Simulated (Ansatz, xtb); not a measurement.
# CH3O−: which of two conformers lies lower

Structure X: `[CH2-]O`, a singlet. Structure Y: `[CH2-]O`, a singlet. Both are isolated ions in the gas phase, relaxed with r2SCAN-D4/def2-TZVPD.

X (Å):

```xyz
5

C     0.4014    0.7705   -0.1233
O    -0.3609    1.0475   -1.4154
H     0.3436   -0.3363   -0.0152
H     1.4661    0.9352   -0.4048
H    -0.9944    1.6983   -1.1186
```

Y (Å):

| atom | x (Å) | y (Å) | z (Å) |
| --- | --- | --- | --- |
| C | -0.0456 | -0.2818 | -0.8307 |
| O | 0.9669 | 0.8389 | -0.8676 |
| H | 0.1211 | -0.8104 | 0.1412 |
| H | 0.2991 | -1.0282 | -1.5895 |
| H | 1.8453 | 0.4570 | -0.7292 |

Task: Which of the two would you expect CCSD(T)/def2-TZVPPD electronic energies to favour?

Result: Structure X; the calculation gives E(Y) − E(X) = +12.8 kJ/mol.

Level by level:

```csv
level,geometry,E(Y) − E(X) (kJ/mol),departure from the last row (kJ/mol),"job, with rough time for the two"
r2SCAN-D4/def2-TZVPD,r2SCAN-D4/def2-TZVPD,+12.0,−0.8,"optimisation, 28 s"
HF/def2-TZVPPD,r2SCAN-D4/def2-TZVPD,+12.4,−0.4,part of the CCSD(T) run
MP2/def2-TZVPPD,r2SCAN-D4/def2-TZVPD,+13.0,+0.2,part of the CCSD(T) run
CCSD(T)/def2-TZVPPD,r2SCAN-D4/def2-TZVPD,+12.8,,"single point, 21 s"
```

The levels shown agree on the order. The largest departure from CCSD(T)/def2-TZVPPD is that of r2SCAN-D4/def2-TZVPD, 0.8 kJ/mol. Levels run at GFN2-xTB geometries aren't shown.

With harmonic frequencies from r2SCAN-D4/def2-TZVPD (ideal gas, rigid rotor, one conformer each, 298.15 K, 1 atm): the zero-point term adds −2.3 kJ/mol; ΔH is +10.3 and ΔG +10.6 kJ/mol.

The correlated steps freeze 2 core orbitals. Run with Ansatz 0.2.0; the last row on 2 threads of Intel(R) Xeon(R) Processor @ 2.50GHz (Skylake/Cascade Lake) on a shared host.
